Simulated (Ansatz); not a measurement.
Relaxation of BFH3N (6 atoms, charge 0, multiplicity 1), to a largest force component of 0.03 eV/Å in at most 50 steps.

The calculation used Ansatz, RKS PBE-D4/def2-SVP.

```xyz
6
Properties=species:S:1:pos:R:3
B -0.697 0.067 0.196
H 1.433 0.007 1.276
N 2.048 -0.007 0.436
H 1.798 -0.828 -0.126
H 1.849 0.837 -0.113
F -0.752 -0.076 -1.080
```

**Question.** Where does it end, and by what steps?

**Answer.** It converged. The force dipped under the threshold on the way, but the program's further checks kept it going. After 7 steps the energy has fallen by 0.025 eV; B1 moved furthest, 0.15 Å.

| step | energy less start (eV) | largest force component (eV/Å) | accepted |
| --- | --- | --- | --- |
| 0 | 0.0000 | 0.501 | yes |
| 1 | -0.0038 | 0.911 | yes |
| 2 | 0.0031 | 1.383 | no |
| 3 | -0.0140 | 0.716 | yes |
| 4 | -0.0235 | 0.212 | yes |
| 5 | -0.0250 | 0.023 | yes |
| 6 | 0.0424 | 1.270 | no |
| 7 | -0.0250 | 0.018 | yes |

```xyz
6
Properties=species:S:1:pos:R:3
B -0.844 0.043 0.180
H 1.427 0.016 1.233
N 2.127 -0.003 0.478
H 1.910 -0.830 -0.094
H 1.939 0.820 -0.109
F -0.880 -0.046 -1.097
```

Whether the end is a true minimum wasn't checked by a vibrational analysis.

Time of the run: 9 s on 1 thread of Arm Neoverse V2, on a shared host, peak memory 0.12 GiB.
